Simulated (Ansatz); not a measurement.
Mulliken charges of `[Li][O]C` from PBE/def2-TZVPP in Ansatz (PBE0-D4/def2-TZVP geometry).

```json
{"atom": "Li1", "x (Å)": "-1.839", "y (Å)": "-1.015", "z (Å)": "-1.241", "charge (e)": "0.609"}
{"atom": "O2", "x (Å)": "-0.645", "y (Å)": "-0.366", "z (Å)": "-0.443", "charge (e)": "-0.704"}
{"atom": "C3", "x (Å)": "0.389", "y (Å)": "0.197", "z (Å)": "0.248", "charge (e)": "-0.049"}
{"atom": "H4", "x (Å)": "1.029", "y (Å)": "-0.554", "z (Å)": "0.746", "charge (e)": "0.048"}
{"atom": "H5", "x (Å)": "1.062", "y (Å)": "0.790", "z (Å)": "-0.400", "charge (e)": "0.048"}
{"atom": "H6", "x (Å)": "0.047", "y (Å)": "0.884", "z (Å)": "1.043", "charge (e)": "0.048"}
```

Task: By hand: the dipole of these point charges (1 e Å = 4.8032 D).

Result: Σ q r = (-0.582, -0.316, -0.389) e Å, of length 0.768 e Å = 3.69 D.

Task: How does the dipole of the full density compare? (Best estimate.)

Result: Ansatz gave: (-0.788, -0.429, -0.526) e Å, 5.00 D; the point charges give 0.74 times that, at 0° from its direction.

Point charges leave out the atoms' own dipoles, such as those of lone pairs, and Mulliken's split depends on the basis, so the two needn't agree.
